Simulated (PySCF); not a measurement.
J couplings in C₂H₃F

Geometry:
```json
{"atom": "C1", "x (Å)": "0.305", "y (Å)": "0.271", "z (Å)": "-0.578"}
{"atom": "C2", "x (Å)": "-0.274", "y (Å)": "-0.306", "z (Å)": "0.454"}
{"atom": "F3", "x (Å)": "-0.375", "y (Å)": "0.293", "z (Å)": "1.644"}
{"atom": "H4", "x (Å)": "0.358", "y (Å)": "-0.260", "z (Å)": "-1.518"}
{"atom": "H5", "x (Å)": "0.727", "y (Å)": "1.265", "z (Å)": "-0.507"}
{"atom": "H6", "x (Å)": "-0.718", "y (Å)": "-1.295", "z (Å)": "0.459"}
```

Method: B97-2/pcJ-2//PBE0-D3(BJ)/def2-TZVP, PySCF; isolated molecule, single conformer, non-relativistic. Couplings are averaged over pairs made equivalent by symmetry, fast rotation or ring inversion, so a value needn't be that of the named pair in this geometry, while other rotamers aren't included; one pair stands for each set, and the list holds those of at least 1.5 Hz over up to four bonds. One-bond C–F couplings come out tens of Hz too large with common functionals.

Isotopes: $^{13}$C, $^{19}$F, $^{1}$H.

```
  pair  bonds  J (Hz)
C1, C2      1       ?
C1, H4      1       ?
C1, H5      1   152.6
C2, F3      1  -324.7
C2, H6      1   186.9
C1, F3      2       ?
C1, H6      2    14.2
C2, H4      2     8.8
C2, H5      2    -8.5
F3, H6      2    81.5
H4, H5      2    -2.8
F3, H4      3       ?
F3, H5      3       ?
H4, H6      3     5.3
H5, H6      3    12.5
```

Estimate the withheld couplings, with signs.

## Answers


- $^{1}J$(C1,C2) = 86.7 Hz (bond length 1.316 Å)
- $^{1}J$(C1,H4) = 155.3 Hz (bond length 1.081 Å, sp2 carbon)
- $^{2}J$(C1,F3) = 6.2 Hz (angle at C2 122°)
- $^{3}J$(F3,H4) = 46.4 Hz (dihedral angle 180°)
- $^{3}J$(F3,H5) = 18.0 Hz (dihedral angle 0°)
